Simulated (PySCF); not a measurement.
**TDDFT excited states: C5H11P**

Species: C₅H₁₁P.
SMILES with atom numbers: `[CH3:1][C@@H:2]1[C@H:3]([CH3:4])[P:5]1[CH3:6]` (hydrogens: H7, H8, H9 on C1; H10 on C2; H11 on C3; H12, H13, H14 on C4; H15, H16, H17 on C6)

Level of theory: TDDFT wB97X-D/def2-SVPD, vertical, gas phase, core orbitals frozen in the response in PySCF 2.14.0, density-fitted response routines. Isolated species at its GFN2-xTB geometry, gas phase.

```csv
state,E (eV),E (hartree),f,"main configurations (H = HOMO, L = LUMO)"
S1,6.54,0.2405,0.043,"H→L+1 (64%), H-1→L (18%)"
S2,6.68,0.2456,0.010,"H→L (48%), H-1→L+1 (32%)"
S3,6.75,0.2480,0.035,"H-1→L (57%), H→L+1 (24%)"
S4,7.25,0.2665,0.206,"H→L+2 (51%), H-1→L+1 (34%)"
S5,7.32,0.2690,0.0068,H-1→L+2 (79%)
S6,7.37,0.2708,0.074,"H→L+2 (37%), H→L (21%), H-1→L+1 (21%)"
S7,7.82,0.2874,0.137,H→L+3 (73%)
S8,7.84,0.2881,0.011,"H-2→L+1 (50%), H-1→L+3 (32%)"
```

Triplets (Tamm–Dancoff): T1 5.45 eV, H→L+1 (84%); T2 5.51 eV, H-1→L+1 (78%); T3 5.96 eV, H→L (52%), H→L+5 (11%), H→L+2 (10%).

The lowest singlet comes at 189 nm (631 kJ/mol) in the vacuum ultraviolet; it is of moderate strength; its leading configuration is HOMO→LUMO+1 (64%). The strongest level in the table is S4 at 7.25 eV (171 nm, f = 0.206). Löwdin shares by element: HOMO phosphorus 50%, carbon 38% or more; LUMO carbon 31% or more, phosphorus 16% (atoms not listed hold the other 53%). The oscillator strengths of these states sum to 0.523; summed over the whole spectrum of an exact calculation they would give the number of electrons, 56 (Thomas–Reiche–Kuhn). Orbital energies (eV): HOMO-3 -11.53, HOMO-2 -10.22, HOMO-1 -8.84, HOMO -8.71, LUMO 2.36, LUMO+1 2.47, LUMO+2 2.52. Weighted by f, the mean energy of these states is 7.33 eV. No computed singlet lies in the visible range (380 to 750 nm); the lowest, at 189 nm, stands 3.28 eV above its violet end (3.26 eV). Only the lowest 8 singlets were computed, as vertical energies without vibronic structure.
